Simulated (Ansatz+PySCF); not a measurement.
singlet SO₃: levels of theory in one basis

```
atom    x (Å)    y (Å)   z (Å)
   S   0.0000   0.0000  0.0000
   O   1.4415   0.0000  0.0000
   O  -0.7207   1.2484  0.0000
   O  -0.7207  -1.2484  0.0000
```

Basis set: def2-SVP (spherical functions). Correlated methods keep 8 orbitals frozen. Charge 0, multiplicity 1.

Computed with Ansatz (development build ahead of 0.2.0); each method stands on the lowest determinant of its kind that the runs found. NEVPT2 correlates all electrons. Active spaces start from the frontier orbitals, and the lowest solution found is given.

```json
{"method": "RHF", "E − E(RHF) (eV)": "0.00", "<S²> of the determinant": "0.00"}
{"method": "RHF-MP2", "E − E(RHF) (eV)": "-19.26", "<S²> of the determinant": "–"}
{"method": "RHF-CCSD", "E − E(RHF) (eV)": "-19.02", "<S²> of the determinant": "–"}
{"method": "CASSCF(6,4)", "E − E(RHF) (eV)": "-0.67", "<S²> of the determinant": "–"}
{"method": "CASSCF(2,2)", "E − E(RHF) (eV)": "-0.60", "<S²> of the determinant": "–"}
{"method": "SC-NEVPT2(6,4)", "E − E(RHF) (eV)": "-19.49", "<S²> of the determinant": "–"}
{"method": "SC-NEVPT2(2,2)", "E − E(RHF) (eV)": "-19.28", "<S²> of the determinant": "–"}
```

(1) What does RHF-CCSD(T) give on the same scale?

(2) Is a single determinant a sound starting point here?

Answers

(1) -19.74 eV.

(2) By this sign, yes. Unrestricted orbitals gain 0.00 eV and <S²> is 0.00 against 0.00 for a pure state. The CASSCF(6,4) natural occupations are 2.00, 2.00, 1.96, 0.04. The CASSCF(2,2) natural occupations are 1.97, 0.04.

Caution for CASSCF(6,4), CASSCF(2,2): other starts end on other solutions of this active space.
